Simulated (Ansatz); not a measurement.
Relaxation of CH$_{3}$F$_{2}$S (7 atoms, charge 0, multiplicity 2), to a largest force component of 0.03 eV/Å in at most 50 steps.

Method: Ansatz 0.2.0, UKS B3LYP-D4/def2-SVP.

```xyz
7
Properties=species:S:1:pos:R:3
H 0.118 -0.205 0.771
C -0.783 -0.406 0.195
F -0.463 -0.283 -1.125
F -1.730 0.507 0.500
S 2.417 1.014 0.189
H -1.186 -1.423 0.362
H 1.628 0.795 -0.893
```

Q: Where does it end, and by what steps?

A: The run converged. After 5 steps the energy has fallen by 0.029 eV; S5 moved furthest, 0.22 Å.

```tsv
step	energy less start (eV)	largest force component (eV/Å)	accepted
0	0.0000	0.403	yes
1	-0.0227	0.183	yes
2	-0.0252	0.145	yes
3	-0.0282	0.089	yes
4	-0.0267	0.250	no
5	-0.0291	0.021	yes
```

```xyz
7
Properties=species:S:1:pos:R:3
H 0.035 -0.290 0.897
C -0.819 -0.431 0.212
F -0.375 -0.270 -1.066
F -1.757 0.506 0.467
S 2.571 1.100 0.057
H -1.272 -1.434 0.300
H 1.616 0.818 -0.867
```

Whether the end is a true minimum wasn't checked by a vibrational analysis.

Time of the run: 22 s on 2 threads of Intel(R) Xeon(R) Platinum 8488C (Sapphire Rapids), on a shared host, peak memory 0.22 GiB.
